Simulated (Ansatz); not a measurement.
Ansatz (an electronic-structure program) input (B3LYP-D3(BJ)/def2-TZVP):

Ansatz 0.2 input:
```yaml
crystal:
  periodic: [false, false, false]
  atoms:
    - {symbol: N, position_ang: [-0.02281356, -0.20582738, 1.45538430]}
    - {symbol: C, position_ang: [-0.00150396, -0.19382504, -1.28617883]}
    - {symbol: C, position_ang: [-0.02208659, 0.93248105, 0.79487332]}
    - {symbol: C, position_ang: [-0.01305017, -1.36264519, 0.80625554]}
    - {symbol: C, position_ang: [-0.00275436, -1.35563044, -0.56323176]}
    - {symbol: C, position_ang: [-0.01149184, 1.01297646, -0.58840255]}
    - {symbol: H, position_ang: [0.00594116, -0.20011345, -2.36710351]}
    - {symbol: H, position_ang: [-0.03081937, 1.82475046, 1.40785144]}
    - {symbol: H, position_ang: [-0.01444148, -2.25795801, 1.40908362]}
    - {symbol: H, position_ang: [-0.01128506, 1.96383394, -1.10074289]}
basis:
  gaussian:
    orbitals: def2-TZVP
hamiltonian:
  xc: b3lyp
  dispersion: d3bj
magnetization: {spin_polarized: true, initial_magnetization: 1}
relax: {f_tol: 0.002, max_steps: 150}
```

End of the output:

```
relax step   2: F+E_penalty+E_count = -6740.40592133 eV  Δ(F+E_penalty+E_count) = -2.082e-2 eV  max|allowed force component| = 4.325e-1 eV/Å  Δτ_max = 0.0171 Å  (42 SCF iters, accepted)
these checks for a lower state are left out or cut short: starts, cluster_reference, orbital_swaps, neighbouring_geometries, increment
integrals: 0.12 GiB planned
1231 factors; their error is unknown
mean field: 1.47 GiB planned
mean field evaluation 32: about -6739.9868 eV, gradient 6.4e-3 eV
mean field -6739.97731155 eV, -247.6895976788 hartree, gradient 1.5e-5 eV, S^2 0.757112; 0 other end points of the search recorded, 0 dependent functions left out
the calculation of the forces begins
reference -6739.97756021 eV, -247.6896068170 hartree; 21, 20 occupied and 189, 190 virtual orbitals, 1231 factors
relax step   3: F+E_penalty+E_count = -6740.41174726 eV  Δ(F+E_penalty+E_count) = -5.826e-3 eV  max|allowed force component| = 7.467e-2 eV/Å  Δτ_max = 0.0169 Å  (41 SCF iters, accepted)
these checks for a lower state are left out or cut short: starts, cluster_reference, orbital_swaps, neighbouring_geometries, increment
integrals: 0.12 GiB planned
1231 factors; their error is unknown
mean field: 1.47 GiB planned
mean field -6739.97749735 eV, -247.6896045069 hartree, gradient 1.4e-5 eV, S^2 0.757092; 0 other end points of the search recorded, 0 dependent functions left out
the calculation of the forces begins
reference -6739.97774592 eV, -247.6896136416 hartree; 21, 20 occupied and 189, 190 virtual orbitals, 1231 factors
relax step   4: F+E_penalty+E_count = -6740.41197880 eV  Δ(F+E_penalty+E_count) = -2.315e-4 eV  max|allowed force component| = 6.877e-3 eV/Å  Δτ_max = 0.0032 Å  (41 SCF iters, accepted)
these checks for a lower state are left out or cut short: starts, cluster_reference, orbital_swaps, neighbouring_geometries, increment
integrals: 0.12 GiB planned
1231 factors; their error is unknown
mean field: 1.47 GiB planned
mean field -6739.97749752 eV, -247.6896045131 hartree, gradient 1.5e-5 eV, S^2 0.757091; 0 other end points of the search recorded, 0 dependent functions left out
the calculation of the forces begins
reference -6739.97774610 eV, -247.6896136481 hartree; 21, 20 occupied and 189, 190 virtual orbitals, 1231 factors
relax step   5: F+E_penalty+E_count = -6740.41198116 eV  Δ(F+E_penalty+E_count) = -2.362e-6 eV  max|allowed force component| = 1.793e-3 eV/Å  Δτ_max = 0.0005 Å  (41 SCF iters, accepted)
integrals: 0.12 GiB planned
1231 factors; their error is unknown
mean field: 1.47 GiB planned
mean field evaluation 64: about -6739.9838 eV, gradient 7.4e-1 eV
mean field -6739.97749752 eV, -247.6896045131 hartree, gradient 1.5e-5 eV, S^2 0.757091; 1 other end points of the search recorded, 0 dependent functions left out
the calculation of the forces begins
reference -6739.97774610 eV, -247.6896136481 hartree; 21, 20 occupied and 189, 190 virtual orbitals, 1231 factors
Total energy: -6740.41222974 eV, -247.7055806274 hartree
Atom 0 at    -0.023051    -0.204945     1.491479 Å, force     0.000093    -0.000149     0.001340 eV/Å
Atom 1 at    -0.001607    -0.194341    -1.305152 Å, force     0.000029     0.000195     0.000729 eV/Å
Atom 2 at    -0.022199     0.934540     0.803041 Å, force    -0.000162    -0.000359     0.000777 eV/Å
Atom 3 at    -0.013327    -1.363700     0.814661 Å, force     0.000006     0.000122    -0.000990 eV/Å
Atom 4 at    -0.002845    -1.341942    -0.558701 Å, force    -0.000048    -0.000489     0.000100 eV/Å
Atom 5 at    -0.011817     1.002475    -0.586317 Å, force     0.000082     0.000307    -0.001793 eV/Å
Atom 6 at     0.006751    -0.201514    -2.388147 Å, force    -0.000037     0.000007    -0.000028 eV/Å
Atom 7 at    -0.030272     1.844685     1.392938 Å, force    -0.000018    -0.000161     0.000281 eV/Å
Atom 8 at    -0.014245    -2.276943     1.396388 Å, force     0.000009     0.000243     0.000052 eV/Å
Atom 9 at    -0.011694     1.959729    -1.092402 Å, force     0.000046     0.000285    -0.000468 eV/Å
Dipole moment:     0.001901     0.191602    -0.345125 e Å
```

It need not be the lowest isomer of its formula.
